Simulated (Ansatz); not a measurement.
HfO₂ (P2₁/c, No. 14), treated with r²SCAN+rVV10 (PAW; Ansatz, a first-principles code).

Run with plane-wave cutoff 500 eV, 8×8×8 k mesh, Fermi–Dirac smearing 0.05 eV, scalar-relativistic PAW data made under PBE.

Cell (relaxed at this level):

```cif
data_Hf4O8
_chemical_formula_sum 'Hf4 O8'
_space_group_name_H-M_alt 'P 1'
_space_group_IT_number 1
_cell_length_a 5.09049
_cell_length_b 5.18416
_cell_length_c 5.26035
_cell_angle_alpha 90.000
_cell_angle_beta 99.269
_cell_angle_gamma 90.000
loop_
_space_group_symop_operation_xyz
  'x, y, z'
loop_
_atom_site_label
_atom_site_type_symbol
_atom_site_fract_x
_atom_site_fract_y
_atom_site_fract_z
_atom_site_occupancy
Hf1 Hf 0.27674 0.45856 0.70827 1
Hf2 Hf 0.72326 0.54144 0.29173 1
Hf3 Hf 0.72326 0.95856 0.79173 1
Hf4 Hf 0.27674 0.04144 0.20827 1
O1 O 0.44652 0.74143 0.98051 1
O2 O 0.55348 0.25857 0.01949 1
O3 O 0.55348 0.24143 0.51949 1
O4 O 0.44652 0.75857 0.48051 1
O5 O 0.07387 0.34123 0.33748 1
O6 O 0.92613 0.65877 0.66252 1
O7 O 0.92613 0.84123 0.16252 1
O8 O 0.07387 0.15877 0.83748 1
```

Problem. Predict the band gap.

Solution. 
- band gap = 4.59 eV (on the SCF k mesh)

Measured, for comparison: band gap 5.7 eV (temperature not stated, no zero-point or thermal correction, our sources range from 5.70 to 5.84; as tabulated in Choudhary et al. (2018), arXiv:1804.01032).

Note: the relaxation could not lower the start's symmetry, so the cell can be a saddle point above a distorted one.

Spin–orbit coupling is not included.

Static lattice: no zero-point or thermal effects.

The result took very roughly 40 core-minutes.
